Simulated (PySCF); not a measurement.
# What PySCF settings do for NaS

Base input, run as `OMP_NUM_THREADS=1 python input.py` with PySCF 2.14:

```python
from pyscf import gto, dft

mol = gto.M(
    atom='Na 0 0 0; S 0 0 2.738',
    basis='def2-svpd',
    charge=0,
    spin=1,
    verbose=4,
)
mf = dft.UKS(mol, xc='b3lyp')
mf.kernel()
mf.analyze()
print('orbital energies (hartree):', [e[max(0, n-3):n+3].round(4) for e, n in zip(mf.mo_energy, mol.nelec)])
```

Base result: E(SCF) = -560.325103 Eh, 9 cycles, ⟨S²⟩ = 0.755, μz(SCF) = -9.14 D. The bond length is a typed value, not an optimised one. No search for the lowest solution was made.

Run time: 2.6 s on 1 thread of Arm Neoverse V1 (shared host), peak memory 0.18 GiB.

Each row names what differs from the base; energies in brackets are changes from the base.

| change | result | wall time (s) |
| --- | --- | --- |
| step after the SCF: analyze → cisd; SCF type: UKS → UHF; functional: b3lyp → none (Hartree–Fock); frozen orbitals: default → 0 | E(SCF) = -559.219445 Eh, 11 cycles, E(CISD) − E(SCF) = -0.14057 Eh, ⟨S²⟩ = 0.761, μz(SCF) = -10.31 D | 5 |
| geometry: bond 2.738 → bond 8.214 [spin-contaminated] | not converged: SCF after 50 cycles | 8.7 |
| functional: b3lyp → blyp | E(SCF) = -560.294805 Eh, 10 cycles, ⟨S²⟩ = 0.755, μz(SCF) = -8.58 D | 2.6 |
| spin (2S): 1 → 3 [a high spin state] | E(SCF) = -560.228446 Eh (+2.6302 eV), 7 cycles, ⟨S²⟩ = 3.753, μz(SCF) = 2.63 D | 2.3 |
| spin-free X2C: off → on [basis contracted without relativity] | E(SCF) = -561.481467 Eh, 9 cycles, ⟨S²⟩ = 0.755, μz(SCF) = -9.11 D | 2.6 |
| functional: b3lyp → r2scan | E(SCF) = -560.236889 Eh, 10 cycles, ⟨S²⟩ = 0.758, μz(SCF) = -9.54 D | 4.3 |
| basis set: def2-svpd → cc-pcvdz | E(SCF) = -560.506451 Eh (-4.9347 eV), 10 cycles, ⟨S²⟩ = 0.756, μz(SCF) = -8.45 D | 3.3 |
| smearing width (hartree): none → 0.01 [smearing does not keep the typed spin] | E(SCF) = -560.287166 Eh (+1.0323 eV), 11 cycles, μz(SCF) = -9.25 D | 3 |
| functional: b3lyp → lc_wpbe | E(SCF) = -560.106568 Eh, 10 cycles, ⟨S²⟩ = 0.755, μz(SCF) = -10.05 D | 3.5 |
| step after the SCF: analyze → mp2; SCF type: UKS → UHF; functional: b3lyp → none (Hartree–Fock); frozen orbitals: default → 6 | E(SCF) = -559.219445 Eh, 11 cycles, E(MP2) − E(SCF) = -0.12092 Eh, ⟨S²⟩ = 0.761, μz(SCF) = -10.31 D | 0.98 |
| PCM solvent, dielectric constant: none → 78.36 | E(SCF) = -560.356009 Eh (-0.8410 eV), 8 cycles, ⟨S²⟩ = 0.753, μz(SCF) = -11.51 D | 3.5 |
| geometry: bond 2.738 → bond 2.656 | E(SCF) = -560.327179 Eh (-0.0565 eV), 9 cycles, ⟨S²⟩ = 0.755, μz(SCF) = -8.89 D | 2.6 |
| Cartesian functions: off → on | E(SCF) = -560.333271 Eh (-0.2223 eV), 9 cycles, ⟨S²⟩ = 0.755, μz(SCF) = -9.13 D | 2.7 |
| second-order solver: off → on | E(SCF) = -560.325103 Eh (+0.0000 eV), 3 cycles, ⟨S²⟩ = 0.755, μz(SCF) = -9.14 D | 5.6 |
| cycle limit: 50 → 1 [unsound on purpose] | not converged: SCF after 1 cycles | 1.2 |
| integration grid: default → (20, 50) [unsound on purpose] | not converged: SCF after 50 cycles | 2 |
| step after the SCF: analyze → polarizability | E(SCF) = -560.325103 Eh (+0.0000 eV), 9 cycles, ⟨S²⟩ = 0.755, μz(SCF) = -9.14 D, α(xx, yy, zz) = 49.8, 38.9, 85.0 bohr³ | 5.7 |
| geometry: bond 2.738 → bond 2.19 | E(SCF) = -560.314154 Eh (+0.2979 eV), 8 cycles, ⟨S²⟩ = 0.754, μz(SCF) = -7.46 D | 2.4 |
| level shift (hartree): none → -0.2 [unsound on purpose] [may be another electronic state] | not converged: SCF after 50 cycles | 8.6 |
| spin (2S): 1 → 5 [a high spin state] | E(SCF) = -559.935149 Eh (+10.6112 eV), 10 cycles, ⟨S²⟩ = 8.750, μz(SCF) = 6.25 D | 2.7 |
| density fitting: none → def2-universal-jkfit | E(SCF) = -560.325124 Eh (-0.0006 eV), 9 cycles, ⟨S²⟩ = 0.755, μz(SCF) = -9.14 D | 2.7 |
| integration grid: default → 1 | E(SCF) = -560.325084 Eh (+0.0005 eV), 9 cycles, ⟨S²⟩ = 0.755, μz(SCF) = -9.14 D | 1.6 |
| PCM solvent, dielectric constant: none → 2.27 | E(SCF) = -560.341049 Eh (-0.4339 eV), 8 cycles, ⟨S²⟩ = 0.754, μz(SCF) = -10.49 D | 3.5 |

Task: Order these changes by how far they move the SCF energy from the base, largest first: (1) Cartesian functions: off → on; (2) PCM solvent, dielectric constant: none → 2.27; (3) PCM solvent, dielectric constant: none → 78.36; (4) geometry: bond 2.738 → bond 2.19.

Result: (3) -0.8410 eV, (2) -0.4339 eV, (4) +0.2979 eV, (1) -0.2223 eV.
